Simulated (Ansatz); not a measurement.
# How far each method lies from UCCSDT(Q) for H₂C–C, triplet

Geometry: that of the H2C–C, singlet, kept fixed.

| atom | x (Å) | y (Å) | z (Å) |
| --- | --- | --- | --- |
| C | 0.0000 | 0.0000 | 0.5528 |
| C | 0.0000 | 0.0000 | -0.7378 |
| H | 0.0000 | -0.9396 | 1.1020 |
| H | 0.0000 | 0.9396 | 1.1020 |

Basis cc-pVTZ; Ansatz 0.2.0. Only valence electrons are correlated (noble-gas cores frozen), which leaves 10 electrons in 86 orbitals. Prefix R: restricted or restricted open-shell reference; prefix U: unrestricted. Active spaces: valence = (10e, 10o) chosen from the atoms' valence shells.

Full CI isn't at hand for all of this; UCCSDT(Q) serves as the reference, and is uncertain by about the last step of the cluster series. The frozen core follows each run's orbitals, which can shift R against U totals by a few meV.

Unrestricted rows (U) aren't spin-pure: their determinants' ⟨S²⟩ exceeds S(S+1) by up to 0.30, so they mix in states of higher spin.

```
UHF ⟨S²⟩                          : 2.301
T1 diagnostic (RCCSD)             : 0.0336
largest doubles amplitude (RCCSD) : 0.109
T1 diagnostic (UCCSD)             : 0.0503
```

```json
{"level": "UHF", "E − E(RHF) (eV)": "-0.4685"}
{"level": "RMP2", "E − E(RHF) (eV)": "-7.1573"}
{"level": "UMP2", "E − E(RHF) (eV)": "-6.9300"}
{"level": "RCCSD", "E − E(RHF) (eV)": "-7.8725"}
{"level": "UCCSD", "E − E(RHF) (eV)": "-7.8752"}
{"level": "RCCSD(T)", "E − E(RHF) (eV)": "-8.2189"}
{"level": "UCCSD(T)", "E − E(RHF) (eV)": "-8.2034"}
```

(1) Estimate how far UCCSDT(Q) in cc-pVTZ lies from RCCSD(T). The table doesn't fix it; the size of (T) and the diagnostics are the guide.

(1) UCCSDT(Q) in cc-pVTZ lies 1.65 mEh below RCCSD(T), which is 13 % of the (T) step (-12.73 mEh). T1 is raised, but (T) still catches most of what CCSD lacks. The miss exceeds 1 kcal/mol.

The other levels:

| level | E − E(UCCSDT(Q)) (mEh) | share of correlation (%) | wall time |
| --- | --- | --- | --- |
| BCCD(T) | 1.67 | 99.45 | 17 s (H100) |
| RCCSDT | 0.76 | 99.75 | – |
| UCCSDT | 0.69 | 99.77 | – |
| RCCSDT(Q) | 0.09 | 99.97 | 33 s (H100) |
| CASSCF (valence space) | 190.79 | 37.18 | – |
| NEVPT2 (valence space) | 38.74 | 87.24 | 20 s (H100) |
| MRCISD (valence space) | 13.20 | 95.65 | – |
| MRCISD+Q (valence space) | 2.87 | 99.06 | 23 s (H100) |

The correlation energy at UCCSDT(Q), counted from RHF, is -8.264 eV. That run took 30 s on 2 threads of AMD EPYC 7R13 with a shared H100 80 GB, shared host.

Times hold each run's SCF and search for its determinant on a shared host, so for small cases they say little of a method's own cost.

Natural occupations of CASSCF (valence space) about the gap: 1.975 1.975 1.899 1.003 1.001 0.102 0.023 0.021 0.017; effectively unpaired electrons, Σ n²(2−n)², 2.08.
